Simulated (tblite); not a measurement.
C3H5F2N.
Atom-mapped SMILES: `[F:1][CH:2]([F:3])[C@@H:4]1[CH2:5][NH:6]1` (hydrogens: H7 on C2; H8 on C4; H9, H10 on C5; H11 on N6)

Geometry (GFN2-xTB, Å), atoms numbered from 1 in this order:
```xyz
11
C3H5F2N angstrom
F     -1.636   -0.647    1.364
C     -1.344   -0.054    0.177
F     -2.251   -0.535   -0.707
C      0.061   -0.386   -0.259
C      1.203    0.249    0.440
N      0.790    0.700   -0.865
H     -1.502    1.028    0.282
H      0.168   -1.401   -0.632
H      1.001    0.942    1.245
H      2.117   -0.322    0.556
H      1.399    0.428   -1.629
```

Level: GFN2-xTB in tblite, geometry and Hessian alike; calculated harmonic values, unscaled, isolated species. This tight-binding method is rough: wavenumbers can miss measured ones by several per cent, in bad cases by 10 to 20. One conformer, not necessarily the lowest.

Harmonic wavenumbers (cm⁻¹): 60.8, 194.3, 299.0, 388.9, 473.4, 549.0, 857.0, 921.4, 932.5, 1004.4, 1019.7, 1027.7, 1065.8, 1080.6, 1102.6, 1172.7, 1206.3, 1232.2, 1252.9, 1273.4, 1404.9, 1477.0, 2914.1, 3016.6, 3043.8, 3077.4, 3382.4.

A = 6982, B = 2634, C = 2076 MHz; mass 93.039 u (most abundant isotopes); point group C1, symmetry number 1.

Problem. Zero-point energy?

Solution. Half the sum of the wavenumbers: 17715 cm⁻¹ = 211.92 kJ/mol.

Problem. Entropy at 298.15 K, 1 bar (ideal gas, RRHO, classical rotation)?

Solution. Translation 165.39, rotation 111.02, vibration 47.76: S = 324.2 J/(mol K).

Problem. And Cp and H(298.15 K) − H(0)?

Solution. Cp = 91.93 J/(mol K), of which vibrations give 58.67 (their classical limit is 27 R = 224.5); H(298.15 K) − H(0) = 17.77 kJ/mol without the zero-point energy, 7.85 from vibrations.

Problem. What must be added to the electronic energy to get the Gibbs energy at 298.15 K and 1 bar?

Solution. ZPE + [H(298.15 K) − H(0)] − T·S = 211.92 + 17.77 − 96.65 = 133.04 kJ/mol.

Problem. Blend soft modes into free rotors: weight 1/[1 + (100 cm⁻¹/ν̃)⁴] for the oscillator and the rest for a rotor with moment μB/(μ + B), μ = h/(8π²ν), B = 10⁻⁴⁴ kg m². What vibrational entropy results?

Solution. 43.82 J/(mol K) in place of 47.76, which changes −T·S at 298.15 K by +1.18 kJ/mol.

Problem. How do the functions run with temperature in this model?

Solution. 
| T (K) | S (J/(mol K)) | Cp (J/(mol K)) | H − H(0) (kJ/mol) | G − H(0) (kJ/mol) | ln q(vib) |
| --- | --- | --- | --- | --- | --- |
| 150 | 274.4 | 58.6 | 6.77 | -34.40 | 1.08 |
| 250 | 309.1 | 79.8 | 13.64 | -63.63 | 2.07 |
| 400 | 354.8 | 117.6 | 28.46 | -113.47 | 3.70 |
| 600 | 410.5 | 156.7 | 56.18 | -190.11 | 6.07 |
| 900 | 481.2 | 191.2 | 108.87 | -324.23 | 9.67 |

q(vib) and H(0) count from the zero-point level.

Problem. Which modes carry the vibrational entropy at 298.15 K?

Solution. 60.8 cm⁻¹: 18.54; 194.3 cm⁻¹: 9.15; 299.0 cm⁻¹: 5.95; 388.9 cm⁻¹: 4.20; 473.4 cm⁻¹: 3.05; 549.0 cm⁻¹: 2.29 J/(mol K); the other 21 give 4.59 together.

Hindered rotation and anharmonicity are outside this model. Other conformers, if any are populated, would add a mixing term that is left out. The structure is chiral; the term R ln 2 for an equal mix with its mirror image is left out.
